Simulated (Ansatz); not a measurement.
# AlH6P: the cost of one run

Computed with Ansatz 0.2.0 through its Python package. The levels of theory stand in the script.

## Step 1: The structure

Bond lengths: Al1–P2 2.253 Å, Al1–H3 1.546 Å, Al1–H4 1.560 Å, Al1–H5 1.636 Å, P2–H6 1.425 Å, P2–H7 1.427 Å, P2–H8 1.367 Å. Angles: Al1–P2–H6 109.8°, Al1–P2–H7 108.2°, Al1–P2–H8 111.1°, H6–P2–H7 108.7°, H6–P2–H8 109.0°, H7–P2–H8 110.0°, P2–Al1–H3 113.8°, P2–Al1–H4 109.5°, P2–Al1–H5 110.0°, H3–Al1–H4 108.3°, H3–Al1–H5 109.0°, H4–Al1–H5 105.8°.

The script holds or builds the structure itself.

## Step 2: Script

The input, composite.py:

```python
# -*- coding: utf-8 -*-
import itertools

import ansatz
from ase.data import atomic_numbers, covalent_radii
import numpy as np


def main():
    system = (
        ansatz.Crystal.molecule()
        .atom('Al', (-0.3335, 0.0898, -1.0376))
        .atom('P', (0.3787, -0.1559, 1.0856))
        .atom('H', (0.4077, -0.8091, -2.0532))
        .atom('H', (-1.8579, -0.2335, -1.1175))
        .atom('H', (-0.1847, 1.6524, -1.4996))
        .atom('H', (0.8672, 1.0891, 1.5778))
        .atom('H', (1.4471, -1.102, 1.0917))
        .atom('H', (-0.6325, -0.5879, 1.8969))
    )

    calc = system.calculation()
    calc = calc.basis(gaussian='def2-SVP')
    calc = calc.functional('pbe0')
    symbols = [site.symbol for site in system.cartesian_sites]
    start = np.array([site.position_ang for site in system.cartesian_sites], dtype=float)
    rep = calc.relax(force_tolerance=0.01).run(threads=1).report
    end = np.array(rep['positions_ang'])
    radius = [covalent_radii[atomic_numbers[s]] for s in symbols]
    span = lambda where, i, j: np.linalg.norm(where[i] - where[j])
    bonded = [(i, j) for i, j in itertools.combinations(range(len(symbols)), 2) if min(span(start, i, j), span(end, i, j)) < 1.2 * (radius[i] + radius[j])]
    print('pair        before    after (A)')
    for i, j in bonded:
        print(f'{symbols[i]}{i}-{symbols[j]}{j}'.ljust(10), f'{span(start, i, j):8.4f} {span(end, i, j):8.4f}')
    for first, second in list(itertools.combinations(bonded, 2)):
        shared = set(first) & set(second)
        if shared and symbols[(j := shared.pop())] != 'H':
            i, k = sorted((set(first) | set(second)) - {j})
            u, v = end[i] - end[j], end[k] - end[j]
            angle = np.degrees(np.arccos(np.clip(u @ v / np.linalg.norm(u) / np.linalg.norm(v), -1, 1)))
            print(f'final angle {symbols[i]}{i}-{symbols[j]}{j}-{symbols[k]}{k}: {angle:.2f} deg')

    minimum = ansatz.Crystal.molecule()
    for symbol, place in zip(symbols, end):
        minimum = minimum.atom(symbol, place.tolist())
    at_minimum = minimum.calculation()
    level = lambda method, basis: at_minimum.basis(gaussian=basis).correlation(method).run(threads=1).report
    small, large, cluster = level('mp2', 'cc-pVDZ'), level('mp2', 'cc-pVTZ'), level('ccsd_t', 'cc-pVDZ')
    corr = lambda each: (each['free_energy_ev'] - each['reference_energy_ev']) / 27.211386246
    mp2_limit = (27 * corr(large) - 8 * corr(small)) / 19
    pieces = {'HF / cc-pVTZ': large['reference_energy_ev'] / 27.211386246, 'MP2 correlation, DZ-TZ limit': mp2_limit, 'CCSD(T) - MP2 / cc-pVDZ': corr(cluster) - corr(small)}
    for name, value in pieces.items():
        print(f'{name:32s} {value:14.6f} Ha')
    print(f'{"sum":32s} {sum(pieces.values()):14.6f} Ha')
    print('T1 diagnostic', round(cluster['correlation']['coupled_cluster']['t1_diagnostic'], 4))


if __name__ == '__main__':
    main()
```

## Step 3: The calls as engine input

The engine receives this input (first run):

```yaml
crystal:
  periodic: [false, false, false]
  atoms:
    - { symbol: Al, position_ang: [-0.3335, 0.0898, -1.0376] }
    - { symbol: P, position_ang: [0.3787, -0.1559, 1.0856] }
    - { symbol: H, position_ang: [0.4077, -0.8091, -2.0532] }
    - { symbol: H, position_ang: [-1.8579, -0.2335, -1.1175] }
    - { symbol: H, position_ang: [-0.1847, 1.6524, -1.4996] }
    - { symbol: H, position_ang: [0.8672, 1.0891, 1.5778] }
    - { symbol: H, position_ang: [1.4471, -1.102, 1.0917] }
    - { symbol: H, position_ang: [-0.6325, -0.5879, 1.8969] }
basis:
  gaussian:
    orbitals: def2-SVP
hamiltonian:
  xc: pbe0
relax:
  f_tol: 0.01
```

## Step 4: The run

Started as:

```console
python composite.py
```

**Question.** How long does this script take on 1 thread of Arm Neoverse N1, shared host, and how much memory does it need?

About 60 s, with a peak of 0.3 GiB.
